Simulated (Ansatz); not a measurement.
Mulliken charges of BH4NSi (`B1N[SiH2]1`) from r2SCAN/def2-TZVPP in Ansatz (PBE0-D4/def2-TZVP geometry).

```tsv
atom	x (Å)	y (Å)	z (Å)	charge (e)
B1	-0.970	-0.542	-0.276	0.014
N2	0.012	0.234	-0.852	-0.244
Si3	0.495	0.056	0.826	0.227
H4	-1.974	-1.065	-0.634	0.011
H5	0.217	0.620	-1.761	0.149
H6	0.517	1.316	1.612	-0.079
H7	1.764	-0.687	1.041	-0.079
```

**Question.** By hand: the dipole of these point charges (1 e Å = 4.8032 D).

**Answer.** Σ q r = (-0.074, -0.021, -0.087) e Å, of length 0.116 e Å = 0.56 D.

**Question.** How does the dipole of the full density compare? (Best estimate.)

**Answer.** Computed: (0.099, 0.124, -0.220) e Å, 1.30 D; the point charges give 0.43 times that, at 73° from its direction.

Point charges leave out the atoms' own dipoles, such as those of lone pairs, and Mulliken's split depends on the basis, so the two needn't agree.
